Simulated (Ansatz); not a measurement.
Basis-set extrapolation for BClHO, SMILES `O[B]Cl` radical (PBE0-D4/def2-TZVP geometry, frozen core, the Gaussian-basis code of Ansatz). Multiplicity 2, UHF reference.

|  | def2-TZVPP | def2-QZVPP |
| --- | --- | --- |
| HF | -559.720967 | -559.738501 |
| MP2 correlation | -0.499591 | -0.543888 |
| CCSD(T) correlation | -0.543125 | not run |

Energies in hartree. Use E(X) = E(∞) + A·exp(−7.88·√X) for Hartree–Fock and E(X) = E(∞) + B·X^(−2.97) for correlation, with X = 3 and 4, and add CCSD(T) minus MP2 of the smaller set to the MP2 limit.

What is the CCSD(T) energy at the basis-set limit?

HF limit: -559.738501 + (-0.017534) × 0.13774 = -559.74092. MP2 limit: -0.543888 + (-0.044297) × 0.74074 = -0.57670. Higher-order term: -0.543125 − (-0.499591) = -0.04353. Total: -560.36115 hartree, 254.8 kJ/mol below CCSD(T)/def2-TZVPP.
